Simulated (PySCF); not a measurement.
# wB97X/def2-TZVPP run of H2O2 (hydrogen peroxide)

What is the energy change on altering one bond length of H2O2 (hydrogen peroxide) at wB97X/def2-TZVPP? 

Program for the calculation: PySCF 2.14.0.

3 further runs of the same task are left out: 3 set aside as unsound or not needed.

## (1) The system as given

H2O2: 4 atoms, total charge 0, spin state singlet. As SMILES, `OO`. The shape is that of a PBE0-D4/def2-TZVP optimisation.

Bond lengths: O1–O2 1.426 Å, O1–H3 0.965 Å, O2–H4 0.965 Å. Angles: O1–O2–H4 101.1°, O2–O1–H3 101.1°.

## (2) A single-point energy at wB97X/def2-TZVPP

run.py reads:

```python
from pyscf import gto, dft

mol = gto.Mole()
mol.atom = 'O -0.486800 -0.581100 0.030600; O 0.048300 0.728400 0.206900; H 0.186400 -1.117000 0.467400; H 0.252100 0.969800 -0.704900'
mol.basis = 'def2-tzvpp'
mol.max_memory = 1860
mol.verbose = 3
mol.build()

mf = dft.RKS(mol, xc='wb97x')
mf.grids.level = 5
mf.conv_tol = 1e-10
mf.kernel()
if not mf.converged:
    mf = mf.newton().run(mf.mo_coeff, mf.mo_occ)

etot = mf.e_tot
print('E(%s) = %.9f' % ('WB97X', etot))
```

Launch:

```bash
$ OMP_NUM_THREADS=1 python run.py
```

What it wrote:

```text
converged SCF energy = -151.578312766229
E(WB97X) = -151.578312766
```

It took 9.6 s on 1 thread of Arm Neoverse V2, shared host; peak memory 0.46 GiB.

## (3) The distorted shape, same level

run.py reads:

```python
from pyscf import gto, dft

mol = gto.Mole()
mol.atom = '''
O       -1.025388      -0.152357      -0.318858
O       -0.490288       1.157143      -0.142558
H        0.186400      -1.117000       0.467400
H       -0.286488       1.398543      -1.054358
'''
mol.max_memory = 1860
mol.charge = 0
mol.basis = 'def2-tzvpp'
mol.verbose = 3
mol.spin = 0
mol.build()

ks = dft.RKS(mol)
ks.xc = 'wb97x'
ks.grids.level = 5
ks.conv_tol = 1e-10
ks.kernel()
if not ks.converged:
    ks = ks.newton().run(ks.mo_coeff, ks.mo_occ)

e_final = ks.e_tot
print('Final energy', e_final)
```

Launch:

```bash
$ OMP_NUM_THREADS=1 python run.py
```

What it wrote:

```text
converged SCF energy = -151.437359592988
Final energy -151.437359592988
```

Wall time 12 s (1 thread of Arm Neoverse V2, shared host); peak memory 0.46 GiB.

## (4) Summary of results

Level: wB97X/def2-TZVPP.

| quantity | value |
| --- | --- |
| first shape: total energy | -151.57831 Eh |
| first shape: dipole moment | 1.82 D |
| first shape: HOMO energy | -10.75 eV |
| first shape: LUMO energy | 3.09 eV |
| first shape: HOMO–LUMO gap | 13.84 eV |
| distorted shape: total energy | -151.43736 Eh |
| distorted shape: dipole moment | 1.85 D |
| distorted shape: HOMO energy | -10.33 eV |
| distorted shape: LUMO energy | -1.42 eV |
| distorted shape: HOMO–LUMO gap | 8.90 eV |
| energy change with the O1–H3 bond stretched from 0.965 to 1.737 Å | 3.836 eV |

With the O1–H3 bond stretched from 0.965 to 1.737 Å the energy rises by 3.84 eV (370 kJ/mol). The first shape isn't relaxed at this level, so the change isn't measured from a minimum. A restricted reference can't describe the breaking bond well at this length. Mulliken charges (first shape) run from -0.21 on O1 to +0.21 on H3.
